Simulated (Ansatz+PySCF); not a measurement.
**doublet HClO(+): levels of theory in one basis**

```yaml
atoms:
  - { symbol: O, position_ang: [0.0000, -0.4343, 0.2552] }
  - { symbol: H, position_ang: [0.0000, 0.3102, 0.9143] }
  - { symbol: Cl, position_ang: [0.0000, 0.1241, -1.1695] }
```

Basis set: cc-pVTZ on H, O; cc-pV(T+d)Z on Cl (spherical functions). Left uncorrelated: 6 orbitals. Correlation on ROHF uses semicanonical orbitals with singles. Charge 1, multiplicity 2.

Computed with Ansatz (development build ahead of 0.2.0) and PySCF 2.14.0; each method stands on the lowest determinant of its kind that the runs found.

| method | E − E(ROHF) (eV) | <S²> of the determinant |
| --- | --- | --- |
| ROHF | 0.00 | 0.75 |
| UHF | -0.26 | 0.77 |
| ROHF-MP2 | -11.58 | – |
| UHF-MP2 | -11.49 | 0.77 |
| ROHF-CCSD(T) | -12.52 | – |
| UHF-CCSD(T) | -12.52 | 0.77 |

Q: What does UHF-CCSD give on the same scale?

A: -12.02 eV.

Caution for ROHF-MP2, UHF-MP2: MP2 on this radical cation hangs on the determinant chosen.
